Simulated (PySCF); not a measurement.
thiophene (C₄H₄S), SMILES c1ccsc1. The structure is a stationary point at PBE-D3(BJ)/def2-SVP.

Computed equilibrium geometry at PBE-D3(BJ)/def2-SVP (PySCF confirms it by a frequency run) as a Z-matrix, and its point group:
point group C2v.
```
C
C 1 1.3820
H 2 1.0967 1 128.53
H 1 1.0987 2 123.24 3 0.00
C 1 1.4304 4 124.22 2 180.00
C 5 1.3820 1 112.54 4 180.00
H 6 1.0967 5 128.53 1 180.00
H 5 1.0987 6 123.24 7 0.00
S 6 1.7318 7 119.98 5 180.00
```
